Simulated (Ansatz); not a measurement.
Z-matrix (Å, degrees):
```
C
H 1 1.0802
H 1 1.0802 2 120.00
H 1 1.0802 2 120.00 3 -180.00
```
Charge 0, spin multiplicity 2.

Calculation: frozen-core CCSD(T)/cc-pVTZ // PBE0-D4/def2-TZVP in Ansatz (a program for electronic structure).

HF energy: -39.57743 Ha
MP2 correlation energy: -0.15819 Ha

Q: Estimate the CCSD correlation energy, the (T) correction, the total energy and the T1 diagnostic.

A: 
CCSD correlation energy: -0.17881 Ha
(T) correction: -0.00473 Ha
CCSD(T) total energy: -39.76097 Ha
T1 diagnostic: 0.008
